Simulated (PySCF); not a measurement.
**NaCl⁺: frontier orbitals**

ωB97X at R = 2.828 Å; Na def2-SVP, Cl def2-SVP; no relativity (PySCF 2.14). State: ²Π (doublet), unpaired electrons π ↑. Only the outer orbitals are listed, counted within each symmetry.

```tsv
spin	orbital	occ.	ε (eV)	on Na (%)	main shells (%)
α	2π	1	-41.62	100	100 Na p
α	2π	1	-41.61	100	100 Na p
α	6σ	1	-41.60	100	100 Na p
α	7σ	1	-31.54	1	99 Cl s
α	3π	1	-18.99	1	99 Cl p
α	8σ	1	-17.87	3	96 Cl p
α	3π	1	-17.50	1	99 Cl p
α	9σ	0	-4.13	99	96 Na s
α	4π	0	-2.12	100	100 Na p
α	4π	0	-2.00	99	99 Na p
β	2π	1	-41.62	100	100 Na p
β	2π	1	-41.61	100	100 Na p
β	6σ	1	-41.60	100	100 Na p
β	7σ	1	-29.89	1	99 Cl s
β	8σ	1	-17.40	4	96 Cl p
β	3π	1	-17.04	1	99 Cl p
β	3π	0	-8.95	3	97 Cl p
β	9σ	0	-4.14	99	95 Na s
β	4π	0	-2.05	99	99 Na p
```

Problem. Which are the highest filled and the lowest empty level, where do they sit, and how wide is the gap?

Solution. Highest filled β 3π at -17.04 eV (in %: 99 Cl p); lowest empty β 3π at -8.95 eV (in %: 97 Cl p); the gap at ωB97X is 8.09 eV. Both belong to one degenerate shell, split only by its one-sided filling, so this is no excitation gap.

* bond order (Mayer): 0.24
* ⟨S²⟩: 0.752
* charge on Na (Mulliken, basis-dependent): 0.88
* charge on Na (Löwdin, basis-dependent): 0.70
* dipole moment (positive dipole points towards Cl; it is taken about the centre of mass and depends on that origin): -7.14 D

The state is the lowest determinant that a PBE0 search found; another state may lie lower at other levels.
